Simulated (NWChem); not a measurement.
ethanethiol (C2H6S) in NWChem

```
C
H 1 1.1010
H 1 1.1014 2 106.45
C 1 1.5161 2 111.53 3 -121.01
H 4 1.1000 1 111.04 2 179.23
H 4 1.1013 5 107.68 1 -122.02
H 4 1.1023 5 108.39 6 -116.17
S 1 1.8216 2 109.13 3 111.51
H 8 1.3510 1 96.68 2 61.40
```
Charge 0, spin multiplicity 1.

The numbers come from NWChem runs, not from measurements. Structure: optimised with PBE0/def2-SVP, a minimum by its harmonic frequencies. It is one conformer; others weren't searched.

No SCF solution was tested for a lower state. Open-shell Hartree-Fock references start from PBE0 orbitals.

Worked example. At HF/def2-TZVP the molecule has a total energy of -476.79878 Ha and the free atoms (multiplicities C 3, S 3, H 2) H -0.49981, C -37.69248, S -397.50196 Ha. The electronic atomisation energy is the atoms' sum less the molecule's energy.

2·(-37.69248) + 1·(-397.50196) + 6·(-0.49981) = -475.88578 Ha for the atoms; less the molecule's energy this leaves 0.91300 Ha, or 572.9 kcal/mol (2397 kJ/mol), without zero-point, thermal or spin-orbit terms.
